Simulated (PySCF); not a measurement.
Compound: C2H6F2N (charge +1).
Structure used (PBE0-D3(BJ)/def2-SVP), in Å, numbered top down from 1:
```xyz
11
C2H6F2N angstrom
N     -1.152   -0.340    0.127
C      0.120   -0.237   -0.646
C      1.117    0.482    0.244
F      0.591    1.683    0.559
F      1.233   -0.230    1.383
H     -0.992   -0.854    1.007
H     -1.901   -0.813   -0.394
H     -1.483    0.602    0.390
H     -0.073    0.328   -1.568
H      0.464   -1.249   -0.896
H      2.105    0.610   -0.226
```

Method: PBE0-D3(BJ)/def2-SVP geometry optimisation, gas phase in PySCF 2.14.0.

Take the most abundant isotopes and a rigid rotor. The values belong to one conformer with, in the numbering `[NH3+:1][CH2:2][CH:3]([F:4])[F:5]`, N1–C2–C3–F4 -58°.

Question: What are A, B and C (MHz)?

Answer: Ia = 73.00, Ib = 117.32, Ic = 140.52 u·Å²; 505379 MHz·u·Å²/I gives A = 6923, B = 4308, C = 3597 MHz.

Question: What kind of rotor is it?

Answer: An asymmetric top: κ = (2 × 4308 − 6923 − 3597)/(6923 − 3597) = -0.57.

Question: Is it planar, by Δ = Ic − Ia − Ib?

Answer: Not planar: Δ = Ic − Ia − Ib = -49.81 u·Å². For a rigid frame Δ = −2 Σ m c², so Σ m c² = 24.90 u·Å² lies off the ab plane: 8.10 from hydrogen and 16.80 from heavier atoms. The atom farthest from that plane is 1.38 Å away.

Question: Give the other two planar moments, Paa and Pbb, and the rms extents of the mass along the axes.

Answer: Paa = Σ m a² = (Ib + Ic − Ia)/2 = 92.42 and Pbb = Σ m b² = (Ia + Ic − Ib)/2 = 48.10 u·Å². With the mass M = 82.05 u, the rms extents √(P/M) along a, b and c are 1.06, 0.77, 0.55 Å.

Question: Predict some low-J microwave lines.

Answer: The dipole components (about the centre of mass, as the species is charged) are |μa| = 7.21 D, |μb| = 0.00 D, |μc| = 0.34 D; the mirror of this Cs structure is the ac plane, so μb vanishes by symmetry (the 0.02 D computed is a residue) and there are no b-type lines. Intensities carry the squares of the components, which stand as 1.00 : 0.00 (a : c). Some lines, for components of 0.1 D or more:

```json
{"type": "a", "branch": "Q", "J(Ka,Kc)": "1(1,0) ← 1(1,1)", "MHz": "711", "lower level (cm⁻¹)": "0.351"}
{"type": "c", "branch": "Q", "J(Ka,Kc)": "2(1,2) ← 2(0,2)", "MHz": "2030", "lower level (cm⁻¹)": "0.787"}
{"type": "a", "branch": "Q", "J(Ka,Kc)": "2(1,1) ← 2(1,2)", "MHz": "2133", "lower level (cm⁻¹)": "0.854"}
{"type": "c", "branch": "Q", "J(Ka,Kc)": "1(1,1) ← 1(0,1)", "MHz": "2615", "lower level (cm⁻¹)": "0.264"}
{"type": "c", "branch": "Q", "J(Ka,Kc)": "2(2,1) ← 2(1,1)", "MHz": "7845", "lower level (cm⁻¹)": "0.926"}
{"type": "a", "branch": "R", "J(Ka,Kc)": "1(0,1) ← 0(0,0)", "MHz": "7904", "lower level (cm⁻¹)": "0.000"}
{"type": "c", "branch": "R", "J(Ka,Kc)": "1(1,0) ← 0(0,0)", "MHz": "11230", "lower level (cm⁻¹)": "0.000"}
{"type": "a", "branch": "R", "J(Ka,Kc)": "2(1,2) ← 1(1,1)", "MHz": "15098", "lower level (cm⁻¹)": "0.351"}
{"type": "a", "branch": "R", "J(Ka,Kc)": "2(0,2) ← 1(0,1)", "MHz": "15682", "lower level (cm⁻¹)": "0.264"}
{"type": "a", "branch": "R", "J(Ka,Kc)": "2(1,1) ← 1(1,0)", "MHz": "16520", "lower level (cm⁻¹)": "0.375"}
{"type": "c", "branch": "R", "J(Ka,Kc)": "2(1,1) ← 1(0,1)", "MHz": "19846", "lower level (cm⁻¹)": "0.264"}
{"type": "c", "branch": "R", "J(Ka,Kc)": "2(2,0) ← 1(1,0)", "MHz": "24491", "lower level (cm⁻¹)": "0.375"}
{"type": "c", "branch": "R", "J(Ka,Kc)": "2(2,1) ← 1(1,1)", "MHz": "25076", "lower level (cm⁻¹)": "0.351"}
```

No PBE0-D3(BJ)/def2-SVP frequencies stand behind this structure, so it isn't proved a minimum. These are rigid-rotor constants of the computed structure; measured ground-state constants (B0) also hold zero-point vibration. A rigid rotor knows nothing of internal rotation, which can split or shift real lines. Quadrupole hyperfine structure (14N) is left out.

Hardware: an Intel Xeon 6975P-C with one thread, shared host with 192 logical CPUs at a one-minute load of 29. Cost: 18 s, 0.41 GiB resident at most. That covers the optimisation of the geometry.
